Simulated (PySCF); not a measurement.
Compound: 1-chloro-1,1-difluoroethane, C2H3ClF2.
SMILES with atom numbers: `[CH3:1][C:2]([F:3])([F:4])[Cl:5]` (hydrogens: H6, H7, H8 on C1)

Cartesian coordinates in Å at the GFN2-xTB level; atoms count from 1:
```
atom  x, y, z in Å
C1    -0.8043   -0.1937   -0.0216
C2     0.6474    0.2018    0.0801
F3     1.1996   -0.2295    1.2302
F4     0.7981    1.5400    0.0865
Cl5    1.6190   -0.4539   -1.2757
H6    -0.8872   -1.2764   -0.0030
H7    -1.2212    0.1934   -0.9468
H8    -1.3424    0.2279    0.8258
```

The closed-shell ground state was solved at several levels (PySCF, density fitting, gas phase, non-relativistic).

| level | basis functions | HOMO (eV) | LUMO (eV) | gap (eV) | dipole (D) |
| --- | --- | --- | --- | --- | --- |
| PBE0/pcSseg-1 | 107 | -9.37 | 0.48 | 9.85 | 2.33 |
| CAM-B3LYP/def2-SVPD | 137 | -10.87 | 1.05 | 11.92 | 2.33 |

(1) What might PBE0/def2-SVPD (137 basis functions) give for the same quantities?

(2) Over all these levels, which gives the widest orbital gap and which the narrowest?

(3) How far do the dipole and the HOMO energy spread over the levels?

## Answers

(1) HOMO -9.43 eV, LUMO 0.08 eV, gap 9.51 eV, dipole 2.31 D.

(2) CAM-B3LYP/def2-SVPD (range-separated hybrid) has the widest, 11.92 eV, and PBE0/def2-SVPD (global hybrid, 25 % exact exchange) the narrowest, 9.51 eV. The two share the basis. From the narrowest to the widest the HOMO moves by -1.44 eV and the LUMO by +0.97 eV.

(3) The dipole runs from 2.31 to 2.33 D (mean 2.32 D) and the HOMO from -10.87 to -9.37 eV.
